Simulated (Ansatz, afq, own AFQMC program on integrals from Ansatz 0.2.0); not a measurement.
AFQMC on a folder of integrals that Ansatz 0.2.0 wrote.

```yaml
crystal:
  periodic: [false, false, false]
  atoms:
    - {symbol: Si, position_ang: [0.000000, 0.000000, 0.000000]}
basis:
  gaussian: {orbitals: aug-cc-pVTZ}
total_charge: -1
magnetization: {spin_polarized: false, initial_magnetization: 1}
correlation: {method: ccsd_t, electrons: outside_noble_gas, hamiltonian_folder: ham}
```

```sh
$ ansatz run in.yaml --threads 1 --pin off --events-out ev --progress --plain --max-ram 24576MiB --backend cuda --devices 0, --max-vram 18GiB
```

Options of the walk:

```
--method free --trial cisd --walkers 4000 --time-step 0.03 --max-blocks 4000 --target-error 0.00028 --factor-cut 1e-05 --seed 8433 --times 0,0.3,0.6,1.2,1.8,2.4,3.6,4.8,6 --taylor-order 8
```

Times are imaginary, in 1/Eh. The walk had a cap of 68 s.

afq prints:

```
orbitals 45  electrons 3 2  factors 275 of 284
reference energy -288.82664533 Eh
CCSD correlation -0.11214337 Eh in 15 cycles, weight of the determinant in the CISD state 0.8496
repeat  energy at the last time / Eh  error
    10  -288.947564  0.000345
    20  -288.947391  0.000180
time / (1/Eh)  energy / Eh  error  mean overlap
  0.00  -288.938785  0.000010  1.1773
  0.30  -288.941743  0.000022  1.1766
  0.60  -288.943381  0.000020  1.1776
  1.20  -288.945038  0.000033  1.1822
  1.80  -288.945840  0.000037  1.1858
  2.40  -288.946334  0.000037  1.1904
  3.60  -288.946886  0.000052  1.1996
  4.80  -288.947271  0.000106  1.2070
  6.00  -288.947399  0.000148  1.2190
energy -288.947399 +/- 0.000148 Eh
```

The time cap ended the run before it passed its tests.

Against this walk (error 4.0 meV) on the same determinant: CCSD(T) 53.8 meV higher, CCSDT(Q) 144.2 meV lower, full CI (a separate run on its own orbitals, whose frozen core shifts it by up to a few meV) 137.0 meV lower. The error is statistical, and a free projection of finite length keeps a remainder of its start. The projection is still falling at its last time (meV from the last point: 42.4 ± 1.0 at 1.80, 29.0 ± 1.0 at 2.40, 14.0 ± 1.4 at 3.60, 3 ± 3 at 4.80, 0 ± 4 at 6.00), so its energy is a cut-off value, and the gaps above aren't errors of the other methods. Full CI is exact here, so the walk's 137 meV above it is the walk's own error: what remains of the start.

Cautions: remainder of the start not in the error; start not forgotten; a spin-contaminated unrestricted determinant lies lower (UHF 1.20 eV lower, ⟨S²⟩ 1.80); the CCSDT(Q) amplitudes may be one of several solutions (largest double 0.54); CCSDT(Q) on the UHF determinant differs (934 meV lower), perhaps since the unrestricted series falls towards higher spin; full CI with its own frozen core; a state of higher spin lies lower (by 916 meV).

The walk took 69 s on 1 × NVIDIA H100 80GB HBM3 with 2 threads of AMD EPYC 7R13 Processor (Zen 3), on a shared host (the card was shared). The log's last line is the free-projection energy.

CCSDT and higher add their correlation energy to the determinant of the CCSD(T) run, since their own runs factorise the integrals more tightly (a shift of under 2 meV).
